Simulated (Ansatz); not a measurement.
Gas-phase electronic energies from Ansatz, PBE0-D4/def2-TZVP geometries. CBS: MP2 limit from def2 TZ/QZ plus the TZ coupled-cluster correction, frozen cores. This one scheme is used for every species.

Consider the ligand exchange at the Al–N bond: `B[NH][AlH2]` + `[SiH3]S` → `[AlH2][S][SiH3]` + `BN`.

`B[NH][AlH2]`:

Z-matrix (Å, degrees):
```
B
N 1 1.403
H 1 1.201 2 118.6
H 1 1.200 2 120.9 3 180.0
Al 2 1.803 1 124.4 3 -0.0
H 2 1.012 1 115.8 3 -180.0
H 5 1.577 2 118.3 1 0.1
H 5 1.583 2 117.1 1 -179.8
```

`[SiH3]S`:

Z-matrix (Å, degrees):
```
Si
S 1 2.137
H 1 1.485 2 111.6
H 1 1.485 2 111.6 3 -122.0
H 1 1.482 2 104.8 3 119.0
H 2 1.344 1 94.7 3 60.9
```

`[AlH2][S][SiH3]`:

Z-matrix (Å, degrees):
```
Si
S 1 2.141
H 1 1.485 2 111.2
H 1 1.485 2 111.2 3 -121.6
H 1 1.483 2 106.6 3 119.2
Al 2 2.180 1 98.5 3 60.8
H 6 1.578 2 117.2 1 -179.9
H 6 1.582 2 118.3 1 0.0
```

`BN`:

```xyz
6

B    -0.408    0.547   -0.029
N     0.420   -0.562    0.030
H    -0.223    1.450    0.734
H    -1.287    0.572   -0.841
H     0.321   -1.356   -0.579
H     1.177   -0.651    0.686
```

| species | CCSD/def2-SVP energy (Eh) |
| --- | --- |
| `B[NH][AlH2]` | -324.23884 |
| `[SiH3]S` | -688.87225 |
| `[AlH2][S][SiH3]` | -931.39995 |
| `BN` | -81.72712 |

Work out ΔE.

ΔE = (-931.39995) + (-81.72712) − (-324.23884) − (-688.87225) = -0.01598 Eh = -0.43 eV. CCSD(T)/CBS gives -0.48 eV.

Largest T1 diagnostic among the species: 0.012.

At CCSD(T), def2-SVP lies +0.03 eV from the extrapolated value and def2-TZVPP +0.03 eV. Leaving LDA and LC-ωPBE aside and taking each functional with its dispersion term where it has one, the values, not all of them listed here, spread over 0.13 eV, from HSE06-D4 to CAM-B3LYP-D4.
